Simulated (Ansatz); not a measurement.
Compare A (`NC1(N)CC1`) with its isomer B (`CC(N)C=N`).

Calculated with Ansatz (gas phase, PBE0-D4/def2-TZVP geometries, no zero-point term in ΔE). CBS: MP2 limit from def2 TZ/QZ plus the TZ coupled-cluster correction, frozen cores. DFT in def2-TZVPP. B3LYP here is the variant with VWN-RPA as its local correlation; programs differ in this. Each species was taken in one conformer, which may not be the lowest.

A:

Z-matrix (Å, degrees):
```
C
N 1 1.429
C 1 1.501 2 115.0
N 1 1.442 2 115.3 3 149.1
C 1 1.490 2 116.2 3 -68.1
H 2 1.014 1 110.5 3 -79.0
H 2 1.014 1 109.2 3 163.2
H 3 1.083 1 117.5 2 145.5
H 3 1.083 1 118.1 2 -0.2
H 4 1.012 1 111.5 2 161.5
H 4 1.014 1 110.9 2 -78.6
H 5 1.084 1 118.3 2 -147.1
H 5 1.082 1 116.9 2 -2.5
```

B:

```xyz
13

C     0.6860   -0.7460   -0.9221
C     0.0059   -0.3504    0.3756
N     0.8735    0.2475    1.3844
C    -1.1534    0.5856    0.1725
N    -1.5654    0.9164   -0.9744
H    -0.0205   -1.1993   -1.6192
H     1.1091    0.1326   -1.4147
H     1.4914   -1.4571   -0.7224
H    -0.4257   -1.2490    0.8404
H     1.3755    1.0327    0.9847
H     1.5698   -0.4204    1.6902
H    -1.5878    0.9552    1.1105
H    -2.3584    1.5524   -0.9056
```

Q: Which isomer does CCSD(T)/CBS put lower? Give the gap. (Estimate.)

A: Ansatz gave: B, by 9.6 kcal/mol.

Q: Give E(B) − E(A) in kcal/mol with CCSD(T)/def2-TZVPP, CCSD/def2-TZVPP, PBE0-D4, B3LYP, BLYP-D4, LDA (SPW92), r2SCAN-D4. (Best estimate.)

A: Ansatz gave: CCSD(T)/def2-TZVPP -10.1, CCSD/def2-TZVPP -9.9, PBE0-D4 -5.4, B3LYP -11.0, BLYP-D4 -12.9, LDA (SPW92) -1.7, r2SCAN-D4 -7.4. None reverses the order clearly.

Q: Does the order hold for the free energy at 298.15 K (harmonic terms from PBE0-D4)? (Best estimate.)

A: Ansatz gave: Yes: G(B) − G(A) = -10.8 kcal/mol, for one conformer each.

Largest T1 diagnostic: 0.011.

In def2-TZVPP, CCSD(T) changes the Hartree–Fock value by +2.7 kcal/mol (the triples alone add −0.3 kcal/mol) and MP2 by +5.6 kcal/mol. From PBE to PBE0 (25 % exact exchange), in def2-TZVPP and without D4, E(B) − E(A) moves by +1.8 kcal/mol.
